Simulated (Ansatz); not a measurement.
Two isomers of C3H8N2: A = `N[C@H]1C[C@@H]1N`, B = `CNC(C)=N`.

Gas-phase electronic energies from Ansatz, PBE0-D4/def2-TZVP geometries. CCSD(T)/CBS is the MP2 limit (def2-TZVPP, def2-QZVPP) plus CCSD(T) − MP2 in def2-TZVPP, frozen cores. Functionals use def2-TZVPP. B3LYP here is the variant with VWN-RPA as its local correlation; programs differ in this. One conformer a species, not always the lowest.

(1) Which isomer does CCSD(T)/CBS put lower? Give the gap. (An estimate is asked.)

(2) Give E(B) − E(A) in kcal/mol with ωB97M-V, MP2/def2-TZVPP, B3LYP, PBE-D4, CCSD(T)/def2-TZVPP, B2PLYP, PBE0-D4. (An estimate is asked.)

Largest T1 diagnostic: 0.012.

## Answers

(1) The calculation gave: B, by 22.9 kcal/mol.

(2) The calculation gave: ωB97M-V -22.5, MP2/def2-TZVPP -21.7, B3LYP -26.7, PBE-D4 -23.7, CCSD(T)/def2-TZVPP -23.3, B2PLYP -25.6, PBE0-D4 -21.5. None reverses the order clearly.

From PBE to PBE0 (25 % exact exchange), in def2-TZVPP and without D4, E(B) − E(A) moves by +2.2 kcal/mol. In def2-TZVPP, CCSD(T) changes the Hartree–Fock value by +3.5 kcal/mol (the triples alone add −0.6 kcal/mol) and MP2 by +5.0 kcal/mol.
